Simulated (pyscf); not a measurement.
`[OH2]` + `[OH][BH][Cl]` → `[OH][BH][OH]` + `[ClH]` (four-centre exchange; singlet surface; H–O, B–Cl broken, B–O, Cl–H formed). Single points on ωB97X-D3(BJ)/def2-SVP structures (PySCF, gas phase). MP2 and CC: frozen core, UHF for open shells. ΔMP2 is the change of the MP2 total energy from the triple- to the quadruple-zeta basis. Energies in eV from the separated reactants.

```csv
level,barrier,reaction energy
r²SCAN/def2-TZVP,0.33,-0.45
B3LYP-D3(BJ)/def2-TZVP,0.46,-0.47
PBE0-D3(BJ)/def2-TZVP,0.37,-0.42
M06-2X/def2-TZVP,0.41,-0.48
ωB97M-D3(BJ)/def2-TZVP,0.47,-0.46
HF/def2-TZVP,1.03,-0.54
CCSD(T)/def2-TZVPP + ΔMP2(QZVPP),0.60,-0.41
```

Of the functionals in the table, ωB97M-D3(BJ) is closest to CCSD(T)/def2-TZVPP + ΔMP2(QZVPP) in the barrier (0.13 eV apart) and r²SCAN least close (0.27 eV); that level has limits of its own. On the product side the descent ends in a complex, 0.25 eV under the separated species and 1.18 eV under the saddle at ωB97X-D3(BJ)/def2-TZVP. At ωB97X-D3(BJ) the barrier from the zero used here is 0.51 eV. One saddle was located; it need not be the lowest between these sides. The CCSD(T) − MP2 part came from Ansatz, without density fitting, on the same reference.
